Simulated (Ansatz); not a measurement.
The input, for Ansatz 0.2.0:

```yaml
crystal:
  periodic: [false, false, false]
  atoms:
    - {symbol: Ge, position_ang: [-0.656484, -0.004808, 0.000881]}
    - {symbol: P, position_ang: [1.655316, 0.012124, -0.002222]}
    - {symbol: H, position_ang: [-1.195968, 1.436850, 0.003923]}
    - {symbol: H, position_ang: [-1.178396, -0.733455, 1.252326]}
    - {symbol: H, position_ang: [-1.181787, -0.729442, -1.251475]}
basis:
  gaussian: {orbitals: cc-pVDZ}
total_charge: 1
magnetization: {spin_polarized: false, initial_magnetization: 3}
correlation: {active_space: {ras: {orbitals: [4, 3, 34], electrons: 11, max_holes: 2, max_particles: 2}, fixed_orbitals: true}}
```

```sh
$ ansatz run in.yaml --threads 1 --pin off --events-out ev --progress --plain --max-ram 2393MiB
```

The program prints:

```
647 factors; integrals over basis functions are off by at most 8.8e-4 eV
mean field evaluation 1: about -65781.2661 eV, gradient 9.9e0 eV
mean field evaluation 2: about -65781.2707 eV, gradient 9.9e0 eV
mean field evaluation 4: about -65782.4500 eV, gradient 1.4e0 eV
mean field evaluation 8: about -65782.4856 eV, gradient 5.9e-3 eV
mean field -65782.48558167 eV, -2417.4617561563 hartree, gradient 8.1e-6 eV, S^2 3.750000; 0 other end points of the search recorded, 0 dependent functions left out
reference -65782.48558167 eV, -2417.4617561563 hartree; 26, 23 occupied and 34, 37 virtual orbitals, 647 factors
state -65787.47156708 eV, -2417.6449877405 hartree
Total energy: -65787.47156708 eV, -2417.6449877405 hartree
```

Natural occupations: 1.9740 1.9616 1.9616 1.9545 0.9965 0.9927 0.9927 0.0248 0.0192 0.0192 0.0144 0.0090 0.0090 0.0080 0.0080 0.0080 0.0058 0.0058 0.0047 0.0047 0.0037 0.0027 0.0027 0.0027.

Ran on 1 thread of Intel Xeon, shared host: 23 s wall, 0.13 GiB peak host memory.
